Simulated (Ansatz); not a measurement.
**C2H2F4: up Jacob's ladder to CCSD(T)**

The task here is to estimate one member of a computed series from the others.

The runs use Ansatz 0.2.0, Gaussian basis; functionals in def2-TZVPP, the program's frozen cores in correlated methods.

Plan: LDA (SPW92), PBE-D4, revPBE-D4, BLYP-D4, r2SCAN-D4, B97M-V, PBE0-D4, B3LYP-D4, r2SCANh-D4, r2SCAN0-D4, HSE06-D4, BHLYP-D4, CAM-B3LYP-D4, LC-ωPBE, ωB97X-V, ωB97M-V, B2PLYP, PBE-QIDH; CCSD(T)/def2-SVP; CCSD(T)/def2-TZVPP; MP2/def2-QZVPP; extrapolation to the limit; RPA on PBE.

**The geometry**

The geometry comes from an earlier relaxation with PBE0-D4 in a triple-zeta def2 set; it is a stationary point, not always the lowest conformer.

SMILES `FCC(F)(F)F`, 8 atoms, charge 0, spin multiplicity 1.

Atoms are counted from 1 here; the program's logs count them from 0.

Bond lengths: F1–C2 1.364 Å, C2–C3 1.514 Å, C2–H7 1.093 Å, C2–H8 1.093 Å, C3–F4 1.332 Å, C3–F5 1.339 Å, C3–F6 1.332 Å. Angles: F1–C2–C3 109.8°, F1–C2–H7 109.7°, F1–C2–H8 109.7°, C3–C2–H7 108.6°, C3–C2–H8 108.6°, H7–C2–H8 110.3°, C2–C3–F4 111.9°, C2–C3–F5 108.9°, C2–C3–F6 111.9°, F4–C3–F5 108.1°, F4–C3–F6 107.8°, F5–C3–F6 108.1°.

The first run:

File in.yaml:

```yaml
crystal:
  periodic: [false, false, false]
  atoms:
    - {symbol: F, position_ang: [-0.224613, -1.506534, 0.915157]}
    - {symbol: C, position_ang: [-0.211199, -0.737778, -0.211657]}
    - {symbol: C, position_ang: [0.211238, 0.674252, 0.135451]}
    - {symbol: F, position_ang: [1.434396, 0.711331, 0.662421]}
    - {symbol: F, position_ang: [0.217106, 1.411780, -0.982138]}
    - {symbol: F, position_ang: [-0.624553, 1.243566, 1.002905]}
    - {symbol: H, position_ang: [0.502027, -1.148620, -0.930051]}
    - {symbol: H, position_ang: [-1.212300, -0.705097, -0.647889]}
basis:
  gaussian: {orbitals: def2-TZVPP}
hamiltonian: {xc: lda}
output: {orbitals: {seedname: orbitals}}
```

Steps of the session up to this table: LDA; PBE-D4 (GGA); revPBE-D4 (GGA); BLYP-D4 (GGA); r2SCAN-D4 (meta-GGA); B97M-V (meta-GGA); PBE0-D4 (hybrid); B3LYP-D4 (hybrid); r2SCANh-D4 (hybrid); r2SCAN0-D4 (hybrid); HSE06-D4 (hybrid); BHLYP-D4 (hybrid); CAM-B3LYP-D4 (range-separated); LC-ωPBE-D4 (range-separated; the results give it without D4); ωB97X-V (range-separated); ωB97M-V (range-separated); B2PLYP (double hybrid); PBE-QIDH (double hybrid).

One of the session's tables, all rows but one given; the rest of the session is left out.

It belongs to the step «Frontier levels by functional». 

```
  functional  HOMO (eV)  LUMO (eV)  gap (eV)
 LDA (SPW92)      -8.83      -0.13      8.70
      PBE-D4      -8.62       0.18      8.81
   revPBE-D4          ?          ?         ?
     BLYP-D4      -8.60       0.22      8.83
   r2SCAN-D4      -9.06       0.71      9.77
      B97M-V      -9.24       0.57      9.81
     PBE0-D4     -10.49       1.24     11.74
    B3LYP-D4     -10.27       0.87     11.15
  r2SCANh-D4      -9.76       1.10     10.85
  r2SCAN0-D4     -10.80       1.64     12.44
    HSE06-D4     -10.08       0.86     10.95
    BHLYP-D4     -12.36       1.95     14.32
CAM-B3LYP-D4     -12.07       2.08     14.16
     LC-ωPBE     -13.31       3.46     16.77
     ωB97X-V     -13.00       3.29     16.29
     ωB97M-V     -12.93       2.85     15.78
```

Estimate the missing values for revPBE-D4.

As computed: HOMO (eV): -8.53; LUMO (eV): 0.31; gap (eV): 8.85. In the column «HOMO (eV)» it is the highest.
